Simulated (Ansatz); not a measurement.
**CH5PS: a ladder of functionals and wavefunction methods**

An exercise on one series of results from a longer session: the logs are not shown, and one member is left open.

The runs use Ansatz 0.2.0, Gaussian basis; functionals in def2-TZVPP, the program's frozen cores in correlated methods.

Levels to be run: LDA (SPW92), PBE-D4, revPBE-D4, BLYP-D4, r2SCAN-D4, B97M-V, PBE0-D4, B3LYP-D4, r2SCANh-D4, r2SCAN0-D4, HSE06-D4, BHLYP-D4, CAM-B3LYP-D4, LC-ωPBE, ωB97X-V, ωB97M-V, B2PLYP, PBE-QIDH; CCSD(T)/def2-SVP; CCSD(T)/def2-TZVPP; MP2/def2-QZVPP; extrapolation to the limit; RPA on PBE.

## The geometry

All runs share one geometry, relaxed beforehand with PBE0-D4 in a triple-zeta def2 set.

SMILES `CSP`, 8 atoms, charge 0, spin multiplicity 1.

Atoms are counted from 1 here; the program's logs count them from 0.

Bond lengths: C1–S2 1.810 Å, C1–H4 1.089 Å, C1–H5 1.089 Å, C1–H6 1.091 Å, S2–P3 2.105 Å, P3–H7 1.420 Å, P3–H8 1.420 Å. Angles: S2–C1–H4 111.3°, S2–C1–H5 111.3°, S2–C1–H6 106.0°, H4–C1–H5 110.1°, H4–C1–H6 109.0°, H5–C1–H6 109.0°, C1–S2–P3 99.5°, S2–P3–H7 98.3°, S2–P3–H8 98.4°, H7–P3–H8 93.3°.

The first run:

File in.yaml:

```yaml
crystal:
  periodic: [false, false, false]
  atoms:
    - {symbol: C, position_ang: [-0.785937, 1.034891, -0.444545]}
    - {symbol: S, position_ang: [0.213109, 0.387420, 0.918322]}
    - {symbol: P, position_ang: [0.850111, -1.423789, 0.054490]}
    - {symbol: H, position_ang: [-1.621314, 0.373624, -0.671204]}
    - {symbol: H, position_ang: [-0.181544, 1.194231, -1.336632]}
    - {symbol: H, position_ang: [-1.175397, 1.995086, -0.103150]}
    - {symbol: H, position_ang: [2.228961, -1.333497, 0.380655]}
    - {symbol: H, position_ang: [0.564012, -2.285065, 1.146363]}
basis:
  gaussian: {orbitals: def2-TZVPP}
hamiltonian: {xc: lda}
output: {orbitals: {seedname: orbitals}}
```

Launch:

```sh
$ ansatz run in.yaml --threads 2 --pin off --events-out ev --progress --plain --max-ram 4352MiB
```

Among the steps run: LDA; PBE-D4 (GGA); revPBE-D4 (GGA); BLYP-D4 (GGA); r2SCAN-D4 (meta-GGA); B97M-V (meta-GGA); PBE0-D4 (hybrid); B3LYP-D4 (hybrid); r2SCANh-D4 (hybrid); r2SCAN0-D4 (hybrid); HSE06-D4 (hybrid); BHLYP-D4 (hybrid); CAM-B3LYP-D4 (range-separated); LC-ωPBE (range-separated); ωB97X-V (range-separated); ωB97M-V (range-separated); B2PLYP (double hybrid); PBE-QIDH (double hybrid).

One table of the session follows, with a row left open; its other results are not shown here.

It belongs to the step «Orbital energies across the functionals». 

| functional | HOMO (eV) | gap (eV) |
| --- | --- | --- |
| LDA (SPW92) | -5.71 | 4.41 |
| PBE-D4 | -5.62 | 4.53 |
| revPBE-D4 | -5.59 | 4.58 |
| BLYP-D4 | -5.47 | 4.51 |
| r2SCAN-D4 | -5.88 | 5.05 |
| B97M-V | ? | ? |
| PBE0-D4 | -6.84 | 6.66 |
| B3LYP-D4 | -6.60 | 6.20 |
| r2SCANh-D4 | -6.33 | 5.83 |
| r2SCAN0-D4 | -7.00 | 6.98 |
| HSE06-D4 | -6.44 | 5.89 |
| BHLYP-D4 | -7.92 | 8.72 |
| CAM-B3LYP-D4 | -8.16 | 9.04 |
| LC-ωPBE | -9.56 | 11.62 |
| ωB97X-V | -9.20 | 11.13 |
| ωB97M-V | -9.03 | 10.75 |

**Question.** Estimate the row for B97M-V.

The run gave: HOMO (eV): -5.97; gap (eV): 5.14. In the column «HOMO (eV)» it lies between r2SCANh-D4 (-6.33) and r2SCAN-D4 (-5.88).
